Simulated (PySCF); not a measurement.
**Field gradients at the hydrogen positions**

Compound: C5H8F (charge +1).
Numbering: `[CH2:1]=[CH:2][C+:3]([CH3:4])[CH2:5][F:6]` (hydrogens: H7, H8 on C1; H9 on C2; H10, H11, H12 on C4; H13, H14 on C5)

Geometry (GFN2-xTB, Å), atoms numbered from 1 in this order:
```
atom  x, y, z in Å
C1     2.0969    0.2767    0.5239
C2     1.0674   -0.5613    0.2757
C3    -0.2555   -0.1719   -0.0637
C4    -1.2754   -1.1635   -0.3069
C5    -0.6471    1.2463   -0.1827
F6    -1.9551    1.3731   -0.5152
H7     3.0710   -0.1154    0.7750
H8     2.0133    1.3522    0.4884
H9     1.2428   -1.6288    0.3345
H10   -2.1405   -0.9751    0.3452
H11   -0.9342   -2.1890   -0.2058
H12   -1.7261   -0.9993   -1.2964
H13   -0.0612    1.7657   -0.9583
H14   -0.4969    1.7898    0.7642
```

Level: B3LYP/pcJ-1 (PySCF, non-relativistic); Q(2H) = 0.00286 b; rigid geometry, the same for H and D, with no vibrational averaging.

**Question.** Rank these positions by the coupling χzz of a deuteron there, largest first.
A. H11 (methyl hydrogen)
B. H13 (methylene hydrogen)
C. H8 (hydrogen on carbon)
D. H12 (methyl hydrogen)

**Answer.** C (204 kHz), A (197 kHz), D (186 kHz), B (175 kHz).

**Question.** What are Vzz, η and χzz (234.96 MHz × Q × Vzz) at all hydrogens?

**Answer.** 
```tsv
atom	bonded to	bond length (Å)	Vzz (au)	η	χzz (kHz)
H7	C1	1.080	0.2990	0.01	201
H8	C1	1.079	0.3029	0.00	204
H9	C2	1.083	0.2937	0.11	197
H10	C4	1.100	0.2763	0.07	186
H11	C4	1.086	0.2932	0.07	197
H12	C4	1.100	0.2763	0.07	186
H13	C5	1.102	0.2611	0.09	175
H14	C5	1.102	0.2612	0.09	176
```

**Question.** How does χzz go with the bond length over the 8 C–H bonds?

**Answer.** A straight-line fit has a slope of -10.4 kHz for each 0.01 Å, with a correlation coefficient of -0.96, over lengths from 1.079 to 1.102 Å. The longer bonds have the smaller couplings here.

**Question.** A static deuteron (I = 1) shows a doublet split by (3/2)χ, (3/4)χ(1 + η) and (3/4)χ(1 − η) with the field along z, y and x of the gradient. What are these for H14?

**Answer.** With |χ| = 175.5 kHz and η = 0.094: 263, 144 and 119 kHz, to first order and without motion.

Geometry: GFN2-xTB, one conformer, isolated ion. GFN2-xTB bond lengths can be off by several hundredths of an ångström, more for odd bonds, and the gradients follow them. The basis is small and wasn't made for field gradients, so the couplings can be 20 % off.

The run behind these numbers computed spin–spin couplings as well. Time: 32 s. Hardware: Arm Neoverse V2, one thread, on a shared host.
